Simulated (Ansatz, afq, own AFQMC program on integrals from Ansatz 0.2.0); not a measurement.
AFQMC on a folder of integrals that Ansatz 0.2.0 wrote.

```yaml
crystal:
  periodic: [false, false, false]
  atoms:
    - {symbol: Sc, position_ang: [0.000000, 0.000000, 0.617143]}
    - {symbol: O, position_ang: [0.000000, 0.000000, -1.476490]}
    - {symbol: H, position_ang: [0.000000, 0.783613, -2.044398]}
    - {symbol: H, position_ang: [0.000000, -0.783613, -2.044398]}
basis:
  gaussian: {orbitals: def2-TZVP}
total_charge: 1
magnetization: {spin_polarized: false}
correlation: {method: ccsd_t, electrons: outside_noble_gas, hamiltonian_folder: ham}
```

```sh
$ ansatz run in.yaml --threads 1 --pin off --events-out ev --progress --plain --max-ram 15360MiB --backend cuda --devices 0, --max-vram 18GiB
```

afq runs on the folder ham with

```
--method free --trial cisd --walkers 4000 --time-step 0.03 --max-blocks 4000 --target-error 0.00038 --factor-cut 1e-05 --seed 9094 --times 0,0.21,0.42,0.81,1.2,1.8,2.4,3 --taylor-order 8
```

Times are imaginary, in 1/Eh. The walk had a cap of 108 s.

```
orbitals 78  electrons 5 5  factors 613 of 743
reference energy -835.58699999 Eh
CCSD correlation -0.30259552 Eh in 27 cycles, weight of the determinant in the CISD state 0.8317
repeat  energy at the last time / Eh  error
    10  -835.899738  0.000599
    20  -835.899472  0.000335
    30  -835.899194  0.000268
time / (1/Eh)  energy / Eh  error  mean overlap
  0.00  -835.889607  0.000166  1.2024
  0.21  -835.895513  0.000108  1.1996
  0.42  -835.897095  0.000143  1.1988
  0.81  -835.898342  0.000111  1.1929
  1.20  -835.898674  0.000166  1.1919
  1.80  -835.898911  0.000170  1.1916
  2.40  -835.899078  0.000239  1.1948
  3.00  -835.899204  0.000259  1.1935
energy -835.899204 +/- 0.000259 Eh
```

Question: Estimate how long the walk took on 1 × NVIDIA H100 80GB HBM3 with 2 threads of AMD EPYC 7R13 Processor (Zen 3), on a shared host (the card was shared).

Answer: 95 s of wall time.

The run passed its tests (error under three times the target), which doesn't prove that it has relaxed.

Against this walk (error 7.0 meV) on the same determinant: CCSD(T) 22.5 meV higher, CCSDT(Q) 2.8 meV higher (within the noise). The error is statistical, and a free projection of finite length keeps a remainder of its start. The last points still move (meV from the last: 23 ± 3 at 0.81, 14 ± 5 at 1.20, 8 ± 5 at 1.80, 3 ± 6 at 2.40, 0 ± 7 at 3.00), but the last one has reached CCSDT(Q) within the noise or passed it, so little can be left to fall.

Cautions: remainder of the start not in the error; no relativity below Rb; outer-core shells of the metal frozen; higher spins were not checked; restricted determinant unstable towards unrestricted (UHF 991 meV lower, ⟨S²⟩ 1.00); CCSDT(Q) on the UHF determinant differs (301 meV lower), perhaps since the unrestricted series falls towards higher spin.

CCSDT and higher add their correlation energy to the determinant of the CCSD(T) run, since their own runs factorise the integrals more tightly (a shift of under 2 meV). A walk keeps the symmetry of its determinant, which the program's search chose and which needn't be the lowest solution, so a lower state of the same spin and another symmetry isn't excluded.
